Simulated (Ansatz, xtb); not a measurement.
**C4H3NS: which of two isomers lies lower**

We compare I, `N#CCC=C=S`, a singlet, with II, `CC(=C=S)C#N`, a singlet. Both are isolated molecules in the gas phase, relaxed with PBE0-D3(BJ)/def2-SVP; the shapes shown needn't be the lowest conformers.

I (Å):

```yaml
atoms:
  - { symbol: C, position_ang: [2.9602, -0.8564, 2.5891] }
  - { symbol: C, position_ang: [1.5055, -0.9568, 2.4798] }
  - { symbol: C, position_ang: [0.9348, 0.0002, 1.4625] }
  - { symbol: C, position_ang: [0.1054, 0.9741, 1.7677] }
  - { symbol: N, position_ang: [4.1123, -0.7780, 2.6593] }
  - { symbol: S, position_ang: [-0.8850, 2.1179, 2.1343] }
  - { symbol: H, position_ang: [1.0678, -0.7738, 3.4729] }
  - { symbol: H, position_ang: [1.2559, -1.9975, 2.2106] }
  - { symbol: H, position_ang: [1.2362, -0.1050, 0.4140] }
```

II (Å):

```xyz
9

C    -1.2639    1.2807    0.0630
C    -0.7916    0.4335    1.2218
C    -1.4090    0.4409    2.4001
C     0.3492   -0.4052    1.0645
N     1.2826   -1.0762    0.8987
S    -2.1450    0.4671    3.7624
H    -2.1493    1.8649    0.3446
H    -0.4697    1.9752   -0.2501
H    -1.5226    0.6424   -0.7954
```

Task: Estimate which is lower in electronic energy at CCSD(T)/def2-SVP + ΔMP2/def2-TZVPP, and by roughly how much.

Result: The CCSD(T)/def2-SVP + ΔMP2/def2-TZVPP calculation puts structure II lower, by 3.3 kcal/mol.

The same difference at several levels:

```csv
level,geometry,E(II) − E(I) (kcal/mol),departure from the last row (kcal/mol),"job, with rough time for the two"
GFN2-xTB,GFN2-xTB,−5.4,−2.1,"optimisation, 0.12 s"
HF/STO-3G,GFN2-xTB,−7.1,−3.8,"single point, 0.26 s"
r2SCAN-D4/def2-SVP,GFN2-xTB,−5.1,−1.8,"single point, 1.7 s"
PBE0-D3(BJ)/def2-SVP,PBE0-D3(BJ)/def2-SVP,−4.1,−0.8,"optimisation, 21 s"
HF/def2-SVP,PBE0-D3(BJ)/def2-SVP,−1.4,+1.9,part of the CCSD(T) run
MP2/def2-SVP,PBE0-D3(BJ)/def2-SVP,−5.7,−2.4,part of the CCSD(T) run
CCSD(T)/def2-SVP,PBE0-D3(BJ)/def2-SVP,−4.1,−0.8,single point
CCSD(T)/def2-SVP + ΔMP2/def2-TZVPP,PBE0-D3(BJ)/def2-SVP,−3.3,,"single point, 23 s"
```

As drawn, both hold the same kinds of bond in the same numbers. Structure I has 0 methyl groups, II 1.

None of the levels shown reverses the order. The largest departure from CCSD(T)/def2-SVP + ΔMP2/def2-TZVPP is that of HF/STO-3G, 3.8 kcal/mol. The last row adds to CCSD(T) the change of the MP2 difference between the two basis sets, here +0.8 kcal/mol.

With harmonic frequencies from PBE0-D3(BJ)/def2-SVP (ideal gas, rigid rotor, one conformer each, 298.15 K, 1 atm): on the last row, ΔE + ΔZPE = −3.1 kcal/mol. A mode under 50 cm⁻¹ makes harmonic enthalpies and free energies unreliable, so none is given.

The correlated steps freeze 10 core orbitals. Programs: Ansatz 0.2.0, xtb 6.7.1; the last row on 2 threads of Intel(R) Xeon(R) 6975P-C (Granite Rapids) on a shared host.
